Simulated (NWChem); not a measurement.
# Total energies of dimethyl ether (C$_{2}$H$_{6}$O)

SMILES: COC
```xyz
9

C     -1.1611     0.0000    -0.1881
O      0.0000     0.0000     0.5778
C      1.1611     0.0000    -0.1881
H     -1.2330    -0.8952    -0.8395
H     -1.2330     0.8952    -0.8395
H     -2.0215     0.0000     0.4963
H      1.2330    -0.8952    -0.8395
H      2.0215     0.0000     0.4963
H      1.2330     0.8952    -0.8395
```
Charge 0, spin multiplicity 1.

Everything below was run with NWChem. All single points use one geometry, from PBE0/def2-SVP, a minimum by its harmonic frequencies.

Basis set: 6-311G** (90 functions).

| method | total energy (Ha) |
|---|---|
| RHF | -154.10716 |
| MP2 | -154.61510 |
| B2PLYP | -154.90689 |
| PBE | -154.86631 |
| B3LYP | -155.07124 |
| LDA (SVWN5) | -153.75867 |
| CCSD(T) | -154.66682 |

Total energies of different functionals aren't comparable as a measure of quality: only differences taken within one method are. 

The correlated methods keep 3 core orbitals frozen. B3LYP has NWChem's definition, with VWN1-RPA local correlation. The Pople sets run with spherical d functions. No row is a measurement; the coupled-cluster row has its own basis-set and correlation limits.
